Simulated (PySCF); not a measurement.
C₃H₆O. Atoms are numbered in the order given.

```xyz
10

C     -1.2835     0.0000     0.6109
C      0.0000     0.0000    -0.1856
C      1.2835     0.0000     0.6109
O      0.0000     0.0000    -1.3925
H     -1.3288     0.8843     1.2664
H     -1.3288    -0.8843     1.2664
H     -2.1427     0.0000    -0.0711
H      2.1427     0.0000    -0.0711
H      1.3288     0.8843     1.2664
H      1.3288    -0.8843     1.2664
```
Charge 0, spin multiplicity 1.

Geometry: PBE0-D3(BJ)/def2-SVP.

All values below come from B3LYP/def2-TZVP run with PySCF.

Symmetry labels are those of the subgroup C2v that the program uses (full group C2v).

Computed valence orbital energies around the gap with their symmetry:
```json
[
 {"orbital": "HOMO−7", "symmetry": "B1", "energy (eV)": "-12.75"},
 {"orbital": "HOMO−6", "symmetry": "B2", "energy (eV)": "-12.71"},
 {"orbital": "HOMO−5", "symmetry": "A1", "energy (eV)": "-12.46"},
 {"orbital": "HOMO−4", "symmetry": "A2", "energy (eV)": "-11.12"},
 {"orbital": "HOMO−3", "symmetry": "A1", "energy (eV)": "-10.98"},
 {"orbital": "HOMO−2", "symmetry": "B1", "energy (eV)": "-10.47"},
 {"orbital": "HOMO−1", "symmetry": "B2", "energy (eV)": "-9.78"},
 {"orbital": "HOMO", "symmetry": "B1", "energy (eV)": "-7.00"},
 {"orbital": "LUMO", "symmetry": "B2", "energy (eV)": "-0.64"},
 {"orbital": "LUMO+1", "symmetry": "A1", "energy (eV)": "0.61"},
 {"orbital": "LUMO+2", "symmetry": "B1", "energy (eV)": "2.05"},
 {"orbital": "LUMO+3", "symmetry": "A1", "energy (eV)": "2.47"}
]
```
